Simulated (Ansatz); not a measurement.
A calculation with Ansatz (development build ahead of 0.2.0).

```yaml
crystal:
  periodic: [false, false, false]
  atoms:
    - { symbol: C, position_ang: [0.5243, 0.6969, 0.7017] }
    - { symbol: Cl, position_ang: [-0.3072, -0.4084, -0.4112] }
    - { symbol: H, position_ang: [1.4302, 1.0809, 0.2165] }
    - { symbol: H, position_ang: [-0.1464, 1.5291, 0.9493] }
    - { symbol: H, position_ang: [0.7937, 0.1518, 1.6148] }
basis:
  gaussian: { orbitals: def2-SVP }
magnetization:
  initial_magnetization: 2
hamiltonian:
  xc: hf
output:
  forces: true
```

The input is written out in the form of the current development build from the run's settings.

Results

* Converged: yes
* Total energy: -498.66359 hartree
* Spin squared of the determinant: 2.000
* Stability test: minimum among restricted orbitals

Forces (eV/Å):
```tsv
atom	Fx	Fy	Fz
C1	6.003	6.902	7.390
Cl2	-5.612	-7.194	-7.352
H3	-0.211	0.113	0.080
H4	-0.042	-0.032	-0.061
H5	-0.138	0.212	-0.056
```

Caution: another spin multiplicity may lie lower; the determinant breaks the point group.
